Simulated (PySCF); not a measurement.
C4H10O.
Cartesian coordinates in Å at the PBE0-D3(BJ)/def2-SVP level; atoms count from 1:
```xyz
15
C4H10O angstrom
C      1.8370   -0.3287   -0.1661
O      0.7415    0.4215   -0.5830
C     -0.4379    0.2387    0.1670
C     -1.3660    1.3775   -0.2047
C     -1.0732   -1.1229   -0.0824
H      2.0619   -0.1717    0.9084
H      2.7079   -0.0018   -0.7518
H      1.7080   -1.4162   -0.3277
H     -0.1888    0.3188    1.2476
H     -0.8646    2.3421   -0.0427
H     -2.2863    1.3498    0.3963
H     -1.6406    1.3102   -1.2687
H     -1.2972   -1.2426   -1.1539
H     -2.0125   -1.2217    0.4818
H     -0.4152   -1.9487    0.2258
```

Level: B3LYP/def2-SVPD in PySCF, non-relativistic, on one gas-phase PBE0-D3(BJ)/def2-SVP geometry that isn't relaxed in the solvent. The solvent is an IEF-PCM continuum (van der Waals radii × 1.2), and excitations are vertical TDDFT with non-equilibrium linear response and a frozen core. Specific hydrogen bonds and non-electrostatic terms are outside this model.

Gas-phase singlets (H = HOMO, L = LUMO):

```tsv
state	E (eV)	λ (nm)	f	leading configurations
S1	6.673	186	0.010	H→L 98%
S2	7.314	170	0.017	H→L+1 98%
S3	7.549	164	0.031	H→L+2 96%
S4	7.831	158	0.021	H→L+3 93%
S5	8.127	153	0.010	H-1→L 82%, H→L+4 16%
```

Problem. Give the list for chloroform (ε = 4.711), n² = 2.09.

Solution. 
```
state  E (eV)  λ (nm)      f  leading configurations  change by rank (eV)
   S1   6.771     183  0.010                 H→L 98%               +0.098
   S2   7.436     167  0.024               H→L+1 97%               +0.122
   S3   7.650     162  0.039               H→L+2 94%               +0.101
   S4   7.850     158  0.035               H→L+3 90%               +0.019
   S5   8.191     151  0.007    H→L+4 70%, H-1→L 22%               +0.064
```

Problem. How does the list change in acetonitrile (ε = 35.69)?

Solution. 
| state | E (eV) | λ (nm) | f | leading configurations | change by rank (eV) |
| --- | --- | --- | --- | --- | --- |
| S1 | 6.816 | 182 | 0.008 | H→L 98% | +0.143 |
| S2 | 7.497 | 165 | 0.024 | H→L+1 98% | +0.183 |
| S3 | 7.704 | 161 | 0.035 | H→L+2 93% | +0.155 |
| S4 | 7.859 | 158 | 0.037 | H→L+3 91% | +0.028 |
| S5 | 8.220 | 151 | 0.006 | H→L+4 76%, H-1→L 15% | +0.093 |

Problem. The ground-state energy changes by -0.117 eV from gas to acetonitrile. By how much does the total energy of gas-phase S1 change?

Solution. E(S1) = E(S0) + excitation energy, so it changes by -0.117 + 0.143 = +0.026 eV: it isn't lowered at all, while the ground state is. This is the vertical state, with the slow part of the continuum still set for S0.

Problem. How do the frontier levels move from gas to acetonitrile?

Solution. 
```csv
orbital,gas (eV),solvent (eV),change (eV),"Löwdin shares, gas","Löwdin shares, solvent"
LUMO+2,1.31,1.45,+0.14,"H13 14 %, C5 14 %, H9 13 %, O2 10 %","C5 17 %, H13 15 %, O2 13 %, H15 10 %"
LUMO+1,1.02,1.19,+0.17,"C1 16 %, C4 14 %, H11 11 %, H6 10 %","C1 16 %, C4 15 %, H11 10 %, H6 10 %"
LUMO,0.46,0.61,+0.15,"C1 16 %, C5 15 %, C4 9 %, C3 8 %","C1 16 %, C5 14 %, C4 11 %, C3 8 %"
HOMO,-7.15,-7.17,-0.02,"O2 58 %, C1 10 %, C3 8 %, C5 7 %","O2 56 %, C1 10 %, C3 8 %, C5 8 %"
HOMO-1,-8.55,-8.56,-0.01,"O2 44 %, C3 14 %, C1 10 %, C4 7 %","O2 39 %, C3 16 %, C1 9 %, C4 8 %"
HOMO-2,-9.50,-9.40,+0.10,"C3 18 %, C4 15 %, C1 12 %, C5 11 %","C3 17 %, C1 14 %, C4 13 %, C5 11 %"
HOMO-3,-9.71,-9.60,+0.11,"C4 24 %, C5 18 %, C3 14 %, H10 12 %","C4 23 %, C5 19 %, C3 13 %, H10 11 %"
```

The HOMO–LUMO gap goes from 7.61 to 7.78 eV.
